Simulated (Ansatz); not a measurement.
# Two structures, one formula

The two ends of one reaction step of CH4ClO (charge -1), singlet (PBE0-D4/def2-TZVPD).

A:

Cl1  (-2.259, -0.756, 0.919)
C2  (-0.615, -0.201, 0.253)
O3  (1.679, 0.219, -0.839)
H4  (-0.668, -0.220, -0.826)
H5  (-0.452, 0.802, 0.623)
H6  (0.140, -0.884, 0.615)
H7  (2.174, 1.039, -0.745)
(Å)

B:

Cl1  (-2.406, 1.363, -0.426)
C2  (0.551, -0.503, 0.221)
O3  (0.552, 0.667, -0.535)
H4  (-0.090, -1.285, -0.214)
H5  (0.204, -0.339, 1.252)
H6  (1.577, -0.890, 0.265)
H7  (-0.389, 0.987, -0.563)
(Å)

Computed with Ansatz 0.2.0 (basis: def2-TZVPPD); correlated methods freeze the cores. B3LYP uses VWN-RPA correlation.

Task: Which structure is lower at CCSD(T), and by how much? (To be estimated.)

Result: Computed: B, by 221.5 kJ/mol (electronic energy, against the other). By their contacts, A is a complex of CH₃Cl ([CH3][Cl]) + OH, total charge -1 and B is a complex of CH₄O ([CH3][OH]) + Cl, total charge -1.

All methods give the same order:

```csv
method,E(B) − E(A) (kJ/mol)
SPW92,-222.0
PBE-D4,-207.2
BLYP-D4,-200.2
r2SCAN-D4,-221.8
B97M-V,-223.6
PBE0-D4,-230.8
B3LYP-D4,-221.0
r2SCAN0-D4,-237.7
BHLYP-D4,-242.5
CAM-B3LYP-D4,-230.8
wB97X-V,-230.4
wB97M-V,-226.6
B2PLYP,-218.0
PBE-QIDH,-234.2
RPA on PBE,-214.3
HF,-264.2
MP2,-215.6
CCSD,-229.9
CCSD(T),-221.5
```

The T1 diagnostic stays at or below 0.017.

Labels in which every atom is bracketed show which atoms are joined, not bond orders.

For scale, one of the runs: CCSD(T)/def2-TZVPPD, 196 basis functions, launched by `ansatz run in.yaml --threads 2 --pin off --events-out ev --progress --plain --max-ram 4352MiB`. Hardware: 2 CPU threads of an Arm Neoverse V2, shared host. Wall time 62 s; peak host memory 2.3 GiB.
